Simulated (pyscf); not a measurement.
Optimised with ωB97X-D3(BJ)/def2-SVP in PySCF.

PBE/def2-TZVP puts the barrier of H₃Si–SiH₂–AsH₂ + H₂ → H₃Si–AsH₂ + SiH₄ (multi-bond step; singlet surface; As–H, Si–Si, H–H broken, As–H, H–Si, H–Si formed) at 237.8 kJ/mol and the reaction energy at -5.8 kJ/mol, from the separated reactants. What do r²SCAN/def2-TZVP, M06-2X/def2-TZVP, ωB97M-D3(BJ)/def2-TZVP give on the same structures?

r²SCAN: ΔE‡ = 258.4 kJ/mol, ΔE = -8.6 kJ/mol; M06-2X: ΔE‡ = 292.2 kJ/mol, ΔE = -12.6 kJ/mol; ωB97M-D3(BJ): ΔE‡ = 292.6 kJ/mol, ΔE = -20.4 kJ/mol. PBE's barrier lies under all of them, by 20.6 to 54.8 kJ/mol. Its reaction energy lies over all of them, by 2.8 to 14.6 kJ/mol. Low barriers are usual for a GGA, whose delocalisation error favours stretched bonds. H₃Si–SiH₂–AsH₂ lies 31.0 kJ/mol over its isomer H₃Si–AsH–SiH₃ (electronic energy, ωB97M-D3(BJ)/def2-TZVP). One saddle was located; it need not be the lowest between these sides. Elements up to Kr have no core potential and no relativistic terms here.
